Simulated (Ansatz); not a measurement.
Ansatz (an electronic-structure program) input:

Ansatz 0.2 input:
```yaml
crystal:
  periodic: [false, false, false]
  atoms:
    - {symbol: C, position_ang: [-0.15695778, 0.14380206, -0.00182283]}
    - {symbol: O, position_ang: [0.16307591, 1.35350479, 0.03373055]}
    - {symbol: O, position_ang: [-1.29844570, -0.37101053, -0.03666319]}
    - {symbol: C, position_ang: [1.02325564, -0.88112702, 0.00259799]}
    - {symbol: H, position_ang: [1.99411815, -0.38119220, -0.01032534]}
    - {symbol: H, position_ang: [0.95217891, -1.51222557, 0.89410494]}
    - {symbol: H, position_ang: [0.93887411, -1.54258662, -0.86496950]}
basis:
  gaussian:
    orbitals: aug-cc-pVDZ
total_charge: -1
magnetization: {spin_polarized: false}
correlation: {method: ccsd_t, electrons: outside_noble_gas}
output: {forces: true}
```

Task: Which total energy does the run end on?

Result: -228.00731 Eh (CCSD(T)/aug-cc-pVDZ). The basis has 119 functions. The run takes roughly 100 core-seconds.

It need not be the lowest isomer of its formula. Whether it binds its extra electron was not tested at this geometry.
